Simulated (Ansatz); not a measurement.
The cluster AlN2, relaxed as a doublet with UKS r2SCAN-D4/def2-TZVP in Ansatz, starting from the GFN2-xTB geometry. Force threshold 0.02 eV/Å.

Another isomer (doublet) lies 0.07 eV lower at PBE0-D4/def2-TZVP; other spin states weren't run for this one.

Start:

| atom | x (Å) | y (Å) | z (Å) |
| --- | --- | --- | --- |
| Al1 | -1.212 | 0.270 | 0.185 |
| N2 | 0.692 | -0.153 | 0.490 |
| N3 | 0.521 | -0.116 | -0.675 |

| step | energy (eV) | largest force component (eV/Å) | SCF passes |
| --- | --- | --- | --- |
| 1 | -9574.2609 | 1.571 | 41 |
| 2 | -9574.3286 | 1.068 | 44 |
| 3 | -9574.3995 | 0.778 | 42 |
| 4 | -9574.4070 | 0.040 | 42 |
| 5 | -9574.4071 | 0.044 | 45 |
| 6 | -9574.4071 | 0.000 | 45 |

Force components are those of the run's own axes.

End:

```xyz
3

Al   -1.336    0.297    0.204
N     0.752   -0.167    0.471
N     0.584   -0.131   -0.675
```

By distances, no bond broke or formed. The bond that changes most is Al1–N3, from 1.97 to 2.15 Å (atoms count from 1).

No frequencies were taken in this run, so the end may be a saddle point.

Hardware: 4 threads of Arm Neoverse V2 on a shared host. Wall time 11 s.
